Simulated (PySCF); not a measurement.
Species, as SMILES: CCl (CH3-Cl).
Geometry (B3LYP-D3(BJ)/def2-TZVP, fixed):
```
C
H 1 1.0858
H 1 1.0858 2 110.57
H 1 1.0858 2 110.57 3 -122.80
Cl 1 1.7944 2 108.35 3 118.60
```
Charge 0, spin multiplicity 1.

Basis-set convergence of the mean static polarisability at PBE0 with PySCF. All functions are spherical. Density fitting with generated auxiliary sets. In sets without p functions on hydrogen, species with hydrogen take exact integrals. No added dispersion term, no relativity. Reference: the value in aug-pcseg-3, 29.92 bohr³, itself unsure by roughly 0.6 % (its mean distance from aug-cc-pV(Q+d)Z, aug-pcseg-2, aug-cc-pV(T+d)Z). Deviations are taken from unrounded values. Cost is core time over that of def2-SVP, rough, on shared machines of one kind; a dash marks a row that isn't timed (too short, read off another run, short of memory, by another algorithm or on other hardware).

```json
[
 {"basis": "6-31+G*", "functions": "46", "mean static polarisability (bohr³)": "22.51", "minus reference (%)": "-24.8", "cost": "-"},
 {"basis": "def2-SVP", "functions": "47", "mean static polarisability (bohr³)": "19.65", "minus reference (%)": "-34.3", "cost": "1×"},
 {"basis": "aug-pcseg-1", "functions": "77", "mean static polarisability (bohr³)": "29.34", "minus reference (%)": "-1.9", "cost": "2×"},
 {"basis": "aug-cc-pV(D+d)Z", "functions": "82", "mean static polarisability (bohr³)": "28.77", "minus reference (%)": "-3.9", "cost": "2×"},
 {"basis": "Sadlej pVTZ", "functions": "83", "mean static polarisability (bohr³)": "29.68", "minus reference (%)": "-0.8", "cost": "2×"},
 {"basis": "pcseg-2", "functions": "106", "mean static polarisability (bohr³)": "23.78", "minus reference (%)": "-20.5", "cost": "3×"},
 {"basis": "jun-cc-pV(T+d)Z", "functions": "129", "mean static polarisability (bohr³)": "29.50", "minus reference (%)": "-1.4", "cost": "4×"},
 {"basis": "aug-cc-pV(T+d)Z", "functions": "170", "mean static polarisability (bohr³)": "29.65", "minus reference (%)": "-0.9", "cost": "7×"},
 {"basis": "def2-QZVPP", "functions": "217", "mean static polarisability (bohr³)": "27.50", "minus reference (%)": "-8.1", "cost": "10×"}
]
```
